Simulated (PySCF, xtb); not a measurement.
AlF₃, SMILES [Al]([F])([F])[F].

Harmonic wavenumbers (cm⁻¹) from GFN2-xTB (xtb) at its own minimum, in rising order: 196, 196, 298, 634, 894, 895.

**Question.** What does B3LYP-D3(BJ)/def2-TZVP in PySCF give at its own minimum? (An estimate is asked for; the answer gives what the named calculation found.)

**Answer.** 246, 246, 295, 689, 952, 952. Paired by order, the mean absolute difference is 46 cm⁻¹ and the zero-point energies are 4.4 and 4.8 kcal/mol.
